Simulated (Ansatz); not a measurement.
# OH− (hydroxide) at MRCISD+Q(relaxed)(6,5)/def2-TZVPP (density fitting with def2-universal-jkfit, aug-cc-pVTZ-rifit for correlation, accuracy low)

Aim: the energy change on altering one bond length of OH− (hydroxide) at MRCISD+Q(relaxed)(6,5)/def2-TZVPP (density fitting with def2-universal-jkfit, aug-cc-pVTZ-rifit for correlation, accuracy low), from 2 runs. 

Program for the calculation: Ansatz 0.2.0.

12 further runs of the same task are left out: 4 for a known fault of the program, 8 set aside as unsound or not needed.

### Step 1. The structure to begin with

OH−: 2 atoms, total charge -1, spin state singlet. SMILES: `[OH-]`. Geometry: relaxed at PBE0-D4/def2-TZVPD.

Bond lengths: O1–H2 0.964 Å.

### Step 2. A single-point energy at MRCISD+Q(relaxed)(6,5)/def2-TZVPP (density fitting with def2-universal-jkfit, aug-cc-pVTZ-rifit for correlation, accuracy low)

Contents of molecule.yaml:

```yaml
crystal:
  periodic: [false, false, false]
  atoms:
    - {symbol: O, position_ang: [0.411800, -0.131800, 0.212500]}
    - {symbol: H, position_ang: [-0.411800, 0.131800, -0.212500]}
basis:
  gaussian:
    orbitals: def2-TZVPP
    fitting: {mean_field: def2-universal-jkfit, correlation: aug-cc-pVTZ-rifit.json}
total_charge: -1
hamiltonian:
  pseudopotentials: {relativity: none}
correlation:
  method: fic_mrcisd_q_relaxed
  active_space: {window: {electrons: 6, orbitals: 5}, shells: [{species: O, l: p, shell: 2}]}
  electrons: all
accuracy: low
```

Launch:

```sh
$ ansatz run molecule.yaml --threads 1 --pin off --max-ram 2610MiB --events-out events.jsonl --progress --plain --runs-dir runs
```

The program printed, cut to the lines that bear on the results:

```text
Warning: RAYON_NUM_THREADS=1 ignored (pool sized by the plan → 1); use --threads N
Functional definition: HF
  name "HF"
[...]
247 factors; integrals over basis functions are off by at most 6.5e-1 eV
[...]
mean field -2051.73307512 eV, -75.3997997962 hartree, gradient 2.5e-6 eV, S^2 0.000000; 0 other end points of the search recorded, 0 dependent functions left out
reference -2051.73307512 eV, -75.3997997962 hartree; 5, 5 occupied and 40, 40 virtual orbitals, 247 factors
state -2052.50599429 eV, -75.4282040518 hartree
contracted CI cycle   1: correlation 0.00000000 eV, 0.0000000000 hartree, residual 4.70e1 eV
contracted CI cycle   2: correlation -6.50393257 eV, -0.2390151136 hartree, residual 7.23e0 eV
contracted CI cycle   3: correlation -6.81447556 eV, -0.2504273578 hartree, residual 2.24e0 eV
contracted CI cycle   4: correlation -6.84852735 eV, -0.2516787379 hartree, residual 8.55e-1 eV
contracted CI cycle   5: correlation -6.85351576 eV, -0.2518620588 hartree, residual 2.83e-1 eV
contracted CI cycle   6: correlation -6.85404999 eV, -0.2518816914 hartree, residual 9.76e-2 eV
contracted CI cycle   7: correlation -6.85413051 eV, -0.2518846502 hartree, residual 4.70e-2 eV
contracted CI cycle   8: correlation -6.85415071 eV, -0.2518853927 hartree, residual 2.39e-2 eV
contracted CI cycle   9: correlation -6.85415623 eV, -0.2518855956 hartree, residual 1.29e-2 eV
contracted CI cycle  10: correlation -6.85415726 eV, -0.2518856334 hartree, residual 4.88e-3 eV
contracted CI cycle  11: correlation -6.85415744 eV, -0.2518856400 hartree, residual 2.12e-3 eV
contracted CI cycle  12: correlation -6.85415747 eV, -0.2518856412 hartree, residual 8.11e-4 eV
state -2052.50599429 eV, -75.4282040518 hartree; corrected -2059.74918007 eV, -75.6943862194 hartree
Total energy: -2059.74918007 eV, -75.6943862194 hartree
Checks for a lower state left out: starts, orbital_swaps
```

Run time: 0.72 s. Hardware: 1 thread of Arm Neoverse V2, shared host.

### Step 3. The distorted shape at the same level

Edit molecule.yaml of step 2 so:

```diff
@@ -3,3 +3,3 @@
   atoms:
-    - {symbol: O, position_ang: [0.411800, -0.131800, 0.212500]}
+    - {symbol: O, position_ang: [0.494157, -0.158159, 0.254998]}
     - {symbol: H, position_ang: [-0.411800, 0.131800, -0.212500]}
```

Launch:

```sh
$ ansatz run molecule.yaml --threads 1 --pin off --max-ram 2610MiB --events-out events.jsonl --progress --plain --runs-dir runs
```

The program printed, cut to the lines that bear on the results:

```text
Warning: RAYON_NUM_THREADS=1 ignored (pool sized by the plan → 1); use --threads N
Functional definition: HF
  name "HF"
[...]
247 factors; integrals over basis functions are off by at most 6.6e-1 eV
[...]
mean field -2051.46362982 eV, -75.3898978638 hartree, gradient 1.1e-6 eV, S^2 0.000000; 0 other end points of the search recorded, 0 dependent functions left out
reference -2051.46362982 eV, -75.3898978638 hartree; 5, 5 occupied and 40, 40 virtual orbitals, 247 factors
state -2052.35379376 eV, -75.4226107852 hartree
contracted CI cycle   1: correlation 0.00000000 eV, 0.0000000000 hartree, residual 4.68e1 eV
contracted CI cycle   2: correlation -6.48480011 eV, -0.2383120085 hartree, residual 7.07e0 eV
contracted CI cycle   3: correlation -6.79049523 eV, -0.2495460968 hartree, residual 2.23e0 eV
contracted CI cycle   4: correlation -6.82647518 eV, -0.2508683357 hartree, residual 8.51e-1 eV
contracted CI cycle   5: correlation -6.83138841 eV, -0.2510488937 hartree, residual 2.67e-1 eV
contracted CI cycle   6: correlation -6.83188438 eV, -0.2510671201 hartree, residual 9.64e-2 eV
contracted CI cycle   7: correlation -6.83194931 eV, -0.2510695064 hartree, residual 3.44e-2 eV
contracted CI cycle   8: correlation -6.83195942 eV, -0.2510698777 hartree, residual 1.55e-2 eV
contracted CI cycle   9: correlation -6.83196178 eV, -0.2510699647 hartree, residual 8.41e-3 eV
contracted CI cycle  10: correlation -6.83196237 eV, -0.2510699863 hartree, residual 3.76e-3 eV
contracted CI cycle  11: correlation -6.83196249 eV, -0.2510699905 hartree, residual 1.51e-3 eV
state -2052.35379376 eV, -75.4226107852 hartree; corrected -2059.58176911 eV, -75.6882339801 hartree
Total energy: -2059.58176911 eV, -75.6882339801 hartree
Checks for a lower state left out: starts, orbital_swaps
```

It took 0.7 s on 1 thread of Arm Neoverse V2, shared host.

### Step 4. What came out

Level: MRCISD+Q(relaxed)(6,5)/def2-TZVPP (density fitting with def2-universal-jkfit, aug-cc-pVTZ-rifit for correlation, accuracy low).

| quantity | value |
| --- | --- |
| first shape: total energy | -75.69439 Eh |
| distorted shape: total energy | -75.68823 Eh |
| energy change with the O1–H2 bond stretched from 0.964 to 1.060 Å | 0.167 eV |

With the O1–H2 bond stretched from 0.964 to 1.060 Å the energy rises by 0.17 eV (16.2 kJ/mol). The first shape isn't relaxed at this level, so the change isn't measured from a minimum. The accuracy setting (first shape) is loose, so the last digits carry no meaning. The accuracy setting (distorted shape) is loose, so the last digits carry no meaning.
